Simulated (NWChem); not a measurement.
System: SiH4; SMILES [SiH4]

Input file for NWChem:

```
start job
memory heap 200 mb stack 900 mb global 1100 mb
geometry units angstroms noautoz
  Si     0.000000     0.000000     0.000000
  H     -0.861779     0.861779     0.861806
  H      0.861779    -0.861779     0.861806
  H      0.861779     0.861779    -0.861806
  H     -0.861779    -0.861779    -0.861806
end
basis spherical
  * library def2-svpd
end
dft
  xc b3lyp
  iterations 150
  mulliken
end
task dft energy
```

Structure relaxed at the PBE0/def2-SVP level.

Question: What results follow from this input? (B3LYP/def2-SVPD.) Quantities: basis functions; energy (Ha); highest occupied level (eV); orbital gap (eV).

Answer: 
```yaml
number_of_basis_functions: 56
energy (Ha): -291.81
highest occupied level (eV): -9.62
orbital gap (eV): 9.88
```
